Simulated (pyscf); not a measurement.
**Substitution at N: Cl–SiH•–Cl (SMILES Cl[SiH]Cl) + NH₃ (SMILES N) → H₂N–SiH(Cl)–Cl (SMILES N[SiH](Cl)Cl) + H• (SMILES [H])**

Gas phase, doublet surface, charge 0. Bonds broken: N5–H6. Bonds formed: Si2–N5. Optimised with ωB97X-D3(BJ)/def2-SVP in PySCF.

Transition state (Å):

```xyz
8

Cl    -0.4308     0.0446     1.8999
Si    -1.3733    -0.4058     0.1233
Cl    -2.0036    -2.3956     0.2846
H     -2.5995     0.4080    -0.0127
N     -0.2048     0.3929    -1.0731
H      0.2048     1.6726    -1.2287
H      0.7170    -0.0487    -0.9904
H     -0.5118     0.2125    -2.0341
```

One imaginary mode, 1775i cm⁻¹; descent along it reached the two sides named, in the forms told below.

| bond | change | reactant side (Å) | saddle | product side |
|---|---|---|---|---|
| N5–H6 | breaks | 1.021 | 1.353 | 3.4 |
| Si2–N5 | forms | 2.416 | 1.853 | 1.704 |

Electronic energies relative to the separated reactants (kcal/mol):

```json
[
 {"level": "ωB97X-D3(BJ)/def2-TZVP", "barrier": "21.2", "reaction energy": "-0.6", "reverse barrier": "21.8"},
 {"level": "PBE/def2-TZVP", "barrier": "13.4", "reaction energy": "+5.5", "reverse barrier": "7.9"},
 {"level": "r²SCAN/def2-TZVP", "barrier": "14.3", "reaction energy": "+3.8", "reverse barrier": "10.5"},
 {"level": "B3LYP-D3(BJ)/def2-TZVP", "barrier": "16.9", "reaction energy": "+4.4", "reverse barrier": "12.4"},
 {"level": "PBE0-D3(BJ)/def2-TZVP", "barrier": "16.0", "reaction energy": "+2.1", "reverse barrier": "13.9"},
 {"level": "M06-2X/def2-TZVP", "barrier": "20.0", "reaction energy": "+0.6", "reverse barrier": "19.4"},
 {"level": "ωB97M-D3(BJ)/def2-TZVP", "barrier": "19.3", "reaction energy": "-0.1", "reverse barrier": "19.4"},
 {"level": "HF/def2-TZVP", "barrier": "36.9", "reaction energy": "-2.1", "reverse barrier": "39.0"}
]
```

With ωB97M-D3(BJ)/def2-TZVP energies and thermal terms (ideal gas, 1 atm, RRHO with modes under 100 cm⁻¹ raised to 100, one conformer, R ln 2 for chiral ones without a mode under 150 cm⁻¹), in kcal/mol:

| T (K) | ΔH‡ | ΔG‡ | ΔH | ΔG |
|---|---|---|---|---|
| 298 | 16.3 | 26.7 | -4.2 | -1.0 |
| 600 | 16.9 | 37.0 | -2.6 | +1.7 |
| 900 | 17.9 | 46.9 | -1.0 | +3.5 |
| 1200 | 18.9 | 56.4 | +0.4 | +4.8 |

On the reactant side the descent ends in a bound adduct, 9.4 kcal/mol under the separated species and 30.6 kcal/mol under the saddle at ωB97X-D3(BJ)/def2-TZVP. The same reactants have a lower exit, to HCl + H₂N–SiH•–Cl (barrier +13.2 kcal/mol at ωB97M-D3(BJ), against +19.3 kcal/mol here). This is the saddle that the search found; another between the same sides may lie lower. The angle at the attacked N is 132°.
